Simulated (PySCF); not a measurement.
# singlet BH3: levels of theory compared

We compute a comparison of 6 runs (PBE0/6-31G, CCSDT(Q)/6-31G, CCSDTQ/6-31G, NEVPT2(2,2)/6-31G, NEVPT2(6,7)/6-31G, CCSD(T)/6-31G) of singlet BH3. The job is set up through a Python script.

The calculation is run with PySCF 2.14.0.

6 further runs of the same task are left out: 6 set aside as unsound or not needed.

## Step 1: The molecule

The species is BH3 (4 atoms), meant as a singlet with charge 0. SMILES of the parent species: `[BH3-]`. The coordinates come from a GFN2-xTB relaxation. That shape belongs to the parent species and isn't relaxed for this state.

Bond lengths: B1–H2 1.254 Å, B1–H3 1.254 Å, B1–H4 1.254 Å. Angles: H2–B1–H3 111.5°, H2–B1–H4 111.5°, H3–B1–H4 111.5°.

## Step 2: The energy at PBE0/6-31G (run 1)

The input, run.py:

```python
from pyscf import gto, dft

molecule = gto.Mole()
molecule.atom = '''
B      0.284272    -0.070543    -0.441818
H      1.733030     0.855214     1.187674
H     -0.527668    -2.194123     0.223725
H     -1.489614     1.409471    -0.969581
'''
molecule.verbose = 4
molecule.basis = '6-31g'
molecule.unit = 'bohr'
molecule.max_memory = 1860
molecule.build()

mf = dft.RKS(molecule)
mf.xc = 'pbe0'
mf.grids.level = 5
mf.conv_tol = 1e-10
mf.kernel()
if not mf.converged:
    mf = mf.newton().run(mf.mo_coeff, mf.mo_occ)

energy = mf.e_tot
print('Final energy', energy)
```

Started as:

```bash
$ OMP_NUM_THREADS=1 python run.py
```

The log of the run:

```text
PySCF version 2.14.0

[... 65 lines left out ...]
converged SCF energy = -26.5187302143667
Final energy -26.51873021436674
```

Wall time 1.4 s (1 thread of Arm Neoverse V1, shared host); peak memory 0.16 GiB.

## Step 3: The energy at CCSDT(Q)/6-31G (run 2)

The input, run.py:

```python
from pyscf import gto, cc

molecule = gto.M(
    atom=[
    ('B', (0.150430, -0.037330, -0.233800)),
    ('H', (0.917080, 0.452560, 0.628490)),
    ('H', (-0.279230, -1.161080, 0.118390)),
    ('H', (-0.788270, 0.745860, -0.513080)),
],
    basis='6-31g',
    verbose=3,
    max_memory=1860,
    charge=0,
)

myscf = molecule.RHF()
myscf.conv_tol = 1e-10
myscf.kernel()
if not myscf.converged:
    myscf = myscf.newton().run(myscf.mo_coeff, myscf.mo_occ)

mycc = cc.CCSDT(myscf, frozen=1)
mycc.kernel()
e_bracket, e_q = mycc.ccsdt_q()
e_final = mycc.e_tot + e_q
print(f'total energy: {e_final:.8f} hartree')
```

Started as:

```bash
$ OMP_NUM_THREADS=1 python run.py
```

The log of the run:

```text
converged SCF energy = -26.3410566569141
_make_eris_incore_RCCSDT

WARN: A large `blksize` is being used, which may cause large memory consumption
      for storing contraction intermediates. If memory is sufficient, consider using
      `pyscf.cc.rccsdt_highm.RCCSDT` instead.

WARN: A large `blksize_oovv` is being used, which may cause large memory consumption
      for storing contraction intermediates. If memory is sufficient, consider using
      `pyscf.cc.rccsdt_highm.RCCSDT` instead.

WARN: A large `blksize_oooo` is being used, which may cause large memory consumption
      for storing contraction intermediates. If memory is sufficient, consider using
      `pyscf.cc.rccsdt_highm.RCCSDT` instead.

RCCSDT converged
E(RCCSDT) = -26.41960815676183   E_corr = -0.07855149984775082
E_corr(same-spin) = -0.00557998584307168
E_corr(oppo-spin) = -0.0729715140046791
_make_eris_incore_RCCSDT
total energy: -26.41961284 hartree
```

Wall time 0.93 s (1 thread of Arm Neoverse V1, shared host); peak memory 0.12 GiB.

## Step 4: A single-point energy at CCSDTQ/6-31G (run 3)

The input, run.py:

```python
from pyscf import gto, scf, cc

mol = gto.M(
    atom='''
B      0.284272    -0.070543    -0.441818
H      1.733030     0.855214     1.187674
H     -0.527668    -2.194123     0.223725
H     -1.489614     1.409471    -0.969581
''',
    unit='bohr',
    charge=0,
    basis='6-31g',
    max_memory=1860,
    verbose=3,
)

mf = scf.RHF(mol)
mf.conv_tol = 1e-10
mf.kernel()
if not mf.converged:
    mf = mf.newton().run(mf.mo_coeff, mf.mo_occ)

mycc = cc.CCSDTQ(mf, frozen=1)
mycc.kernel()
energy = mycc.e_tot
print('E = %.10f Eh' % energy)
```

Started as:

```bash
$ OMP_NUM_THREADS=1 python run.py
```

The log of the run:

```text
converged SCF energy = -26.3410566551416
_make_eris_incore_RCCSDTQ

WARN: A large `blksize` is being used, which may cause large memory consumption
      for storing contraction intermediates. If memory is sufficient, consider using
      `pyscf.cc.rccsdtq_highm.RCCSDTQ` instead.

RCCSDTQ converged
E(RCCSDTQ) = -26.41961136634244   E_corr = -0.07855471120080236
E_corr(same-spin) = -0.00558447252659728
E_corr(oppo-spin) = -0.0729702386742051
E = -26.4196113663 Eh
```

It took 18 s on 1 thread of Arm Neoverse V1, shared host; peak memory 0.18 GiB.

Runs 4 to 5 aren't shown in full; the table further down has their settings and results.

## Step 5: The energy at CCSD(T)/6-31G (run 6)

The input, mol.xyz:

```xyz
4

B      0.150430    -0.037330    -0.233800
H      0.917080     0.452560     0.628490
H     -0.279230    -1.161080     0.118390
H     -0.788270     0.745860    -0.513080
```

The input, calc.py:

```python
from pyscf import gto, cc

mol = gto.M(
    atom='mol.xyz',
    basis='6-31g',
    verbose=3,
    max_memory=1860,
)

mf = mol.RHF()
mf.conv_tol = 1e-10
mf.kernel()
if not mf.converged:
    mf = mf.newton().run(mf.mo_coeff, mf.mo_occ)

mycc = cc.CCSD(mf, frozen=1)
mycc.kernel()
e_t = mycc.ccsd_t()
e_tot = mycc.e_tot + e_t
print('E = %.10f Eh' % e_tot)
```

Started as:

```bash
$ OMP_NUM_THREADS=1 python calc.py
```

The log of the run:

```text
converged SCF energy = -26.3410566569141
E(CCSD) = -26.41837306358592  E_corr = -0.07731640667184224
CCSD(T) correction = -0.000929368567695003
E = -26.4193024322 Eh
```

Wall time 0.78 s (1 thread of Arm Neoverse V1, shared host); peak memory 0.12 GiB.

## Step 6: All runs side by side

```tsv
run	level	integration grid	frozen core orbitals	energy (Eh)	dipole moment (D) of the reference	HOMO energy (eV)	LUMO energy (eV)	wall time
1	PBE0/6-31G	5	–	-26.518730	0.76	-9.38	-2.43	1.4 s
2	CCSDT(Q)/6-31G	–	1	-26.419613	0.95	-12.83	1.48	0.93 s
3	CCSDTQ/6-31G	–	1	-26.419611	0.95	-12.83	1.48	18 s
4	NEVPT2(2,2)/6-31G	–	–	-26.403756	0.95	-12.83	1.48	0.99 s
5	NEVPT2(6,7)/6-31G	–	–	-26.414793	0.95	-12.83	1.48	1.3 s
6	CCSD(T)/6-31G	–	1	-26.419302	0.95	-12.83	1.48	0.78 s
```

## Step 7: Outcome

```
                                         quantity         value
                              run 6: total energy  -26.41930 Eh
      run 6: dipole moment (Hartree–Fock density)        0.95 D
       run 6: HOMO energy (Hartree–Fock orbitals)     -12.83 eV
       run 6: LUMO energy (Hartree–Fock orbitals)       1.48 eV
     run 6: HOMO–LUMO gap (Hartree–Fock orbitals)      14.31 eV
run 6: correlation energy (1 core orbital frozen)     -78.2 mEh
                            run 6: (T) correction     -0.93 mEh
                             run 6: T1 diagnostic         0.007
```

All runs together took 23 s, the longest 18 s.
